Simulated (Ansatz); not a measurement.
Results of LDA (Ansatz, a program for electronic structure, plane waves, PAW) for antifluorite Mg2Sn.

Settings: plane-wave cutoff 520 eV, 10×10×10 k mesh, Fermi–Dirac smearing 0.01 eV, scalar-relativistic PAW data made under PBE.

Computed points:

```csv
V (Å³/atom),E − E_lowest (meV/atom),P (GPa)
23.168,14.49,3.31
23.661,6.22,2.09
24.154,1.50,0.99
24.647,0.00,0.00
25.140,1.39,-0.89
25.633,5.38,-1.69
26.126,11.68,-2.39
```

### Question
Estimate the bulk modulus from the pressures at 24.154 and 25.140 Å³/atom, and compare it with a fit to all energies.

### Answer
B = −V dP/dV. Between V = 24.154 and 25.140 Å³/atom, dP/dV = (-0.89 − (0.99))/(25.140 − 24.154) = -1.91 GPa per Å³/atom; at the midpoint 24.647 Å³/atom this gives B ≈ 47.0 GPa. The third-order Birch–Murnaghan fit gives V0 = 24.647 Å³/atom, B0 = 46.8 GPa, B′ = 4.4, which lies within 1 % of that estimate.

Measured, for comparison: equilibrium volume per atom 25.82 Å³/atom (temperature not stated, no zero-point or thermal correction; as tabulated in Freccero, Grin, Wagner, Dalton Trans. (2023), ESI). Computed less measured: equilibrium volume per atom -4.5 %.

Note: this level leaves the solid without a gap, although one is measured.

Spin–orbit coupling is not included.

The computed numbers hold no vibrational or temperature effects.
